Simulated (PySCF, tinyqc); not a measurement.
Ways to converge the cycle: SCF convergence aids in the sto-6g basis, for CH2, spin multiplicity 1. Computed by the program tinyqc with PySCF. 

Geometry (angstrom):
```
atom       x        y       z
C     0.0000   0.0000  0.0000
H     0.0000   1.0790  0.7170
H     0.0000  -1.1460  0.7610
```

lowest restricted solution found by these runs and by PySCF = -38.689943 hartree

RHF with one setting changed at a time; a run stops when the energy changes by less than 1e-09 hartree and the error matrix is below 1e-5. The start is the core Hamiltonian. Damping d keeps d of the old density; a shift (hartree) raises the virtual levels; DIIS n extrapolates F over n matrices.

Largest element of the error matrix X^T (FDS - SDF) X:
```
iteration    plain  damping 0.3  damping 0.6  shift 0.4   DIIS 3   DIIS 8
1          5.1e-01      5.1e-01      5.1e-01    5.1e-01  5.1e-01  5.1e-01
2          1.1e-01      1.9e-01      3.4e-01    3.0e-01  1.1e-01  1.1e-01
3          2.8e-02      9.6e-02      2.2e-01    8.7e-02  3.8e-02  3.8e-02
4          9.0e-03      4.9e-02      1.4e-01    4.2e-02  6.1e-03  6.1e-03
5          2.8e-03      2.5e-02      1.0e-01    2.2e-02  1.3e-03  1.3e-03
6          9.8e-04      1.2e-02      7.2e-02    1.2e-02  2.8e-04  2.3e-04
8          1.6e-04      3.3e-03      3.8e-02    3.6e-03  3.0e-05  4.1e-06
10         4.9e-05      9.1e-04      1.9e-02    1.1e-03  2.7e-07        -
14         5.9e-06      9.4e-05      5.2e-03    1.6e-04        -        -
20               -      1.0e-05      7.6e-04    2.4e-05        -        -
30               -            -      4.4e-05          -        -        -
```

How each run ends:
```
run          iterations  E (hartree)   state
plain                14   -38.507873  higher
damping 0.3          21   -38.507873  higher
damping 0.6          43   -38.507873  higher
shift 0.4            24   -38.507873  higher
DIIS 3               10   -38.507873  higher
DIIS 8                9   -38.507873  higher
```

No run reaches the lowest restricted solution found. Ending on a higher stationary point: plain, damping 0.3, damping 0.6, shift 0.4, DIIS 3, DIIS 8; a small error matrix cannot reveal that, and an occupation fixed by the start is kept by symmetry or by the shape of the basin. Plain steps already contract here, so damping only slows them. DIIS 3 and DIIS 8 gain by cancelling the error over several earlier matrices, much as a quasi-Newton step does. The restricted reference is unstable here: a spin-polarised solution lies 0.0257 hartree lower (PySCF), so results built on it describe a poor reference.
